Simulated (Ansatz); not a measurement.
# BNHO (quartet): the correlation ladder, cc-pVDZ

The task here is to estimate one member of a computed series from the others.

Program: Ansatz 0.2.0, Gaussian basis. Level of theory: cc-pVDZ, core rule «outside noble gas», up to 3 orbitals frozen. These are calculated values, not measurements.

The runs, in order: UHF; CCSD(T) on ROHF; CCSD(T) on UHF; BCCD(T) on ROHF; CISD as a restricted active space (open shells left free, so some higher excitations enter); CCSDT(Q) on ROHF; CCSDT(Q) on UHF.

31 further runs of the same task are left out: 6 for a known fault of the program, 12 that didn't finish, 13 set aside as unsound or not needed. Runs told in other sessions of the task aren't counted.

## The geometry

The geometry is a PBE0/def2-TZVP stationary point (not a proven minimum).

4 atoms, charge 0, spin multiplicity 4.

Atoms are counted from 1 here; the program's logs count them from 0.

Bond lengths: B1–O2 1.297 Å, B1–N3 1.456 Å, N3–H4 1.024 Å. Angles: O2–B1–N3 104.2°, B1–N3–H4 125.7°.

Set-up of the first run:

File in.yaml:

```yaml
crystal:
  periodic: [false, false, false]
  atoms:
    - {symbol: B, position_ang: [0.000000, -0.641441, 0.112037]}
    - {symbol: O, position_ang: [0.000000, 0.293033, 1.012076]}
    - {symbol: N, position_ang: [0.000000, 0.081208, -1.152009]}
    - {symbol: H, position_ang: [0.000000, 1.100079, -1.258002]}
basis:
  gaussian: {orbitals: cc-pVDZ}
magnetization: {spin_polarized: true, initial_magnetization: 3}
hamiltonian: {xc: hf}
output: {orbitals: {seedname: orbitals}}
```

The run is started by

```
$ ansatz run in.yaml --threads 1 --pin off --events-out ev --progress --plain --max-ram 2393MiB
```

Steps of the session up to this table: UHF; CCSD(T) on ROHF; CCSD(T) on UHF; BCCD(T) on ROHF; CISD as a restricted active space (open shells left free, so some higher excitations enter); CCSDT(Q) on ROHF; CCSDT(Q) on UHF.

One of the session's tables, all rows but one given; the rest of the session is left out.

| method | from RCCSDT(Q) (meV) |
| --- | --- |
| ROHF | +11350.5 |
| UHF | +11042.8 |
| RMP2 | +1962.8 |
| UMP2 | +1852.9 |
| CISD | +1852.5 |
| RCCSD | +613.5 |
| UCCSD | +584.1 |
| RCCSD(T) | +174.8 |
| UCCSD(T) | +167.5 |
| BCCD(T) | ? |
| RCCSDT | +79.2 |
| UCCSDT | +75.1 |
| RCCSDT(Q) | 0 |
| UCCSDT(Q) | -3.8 |

**Question.** Estimate the row for BCCD(T).

As computed: from RCCSDT(Q) (meV): +131.7. In the column «from RCCSDT(Q) (meV)» it lies between RCCSDT (+79.2) and UCCSD(T) (+167.5).

With the free atoms at the same levels and basis (separate runs), the atomisation energy is 11.175 eV at RCCSDT(Q), 11.020 eV at RCCSD(T), 11.023 eV at UCCSD(T), 7.333 eV at ROHF.

Caveats from the session: Restricted and unrestricted rows rest on different reference determinants; a gap between their highest levels can come from leftover correlation error, from unlike frozen cores or from another state.
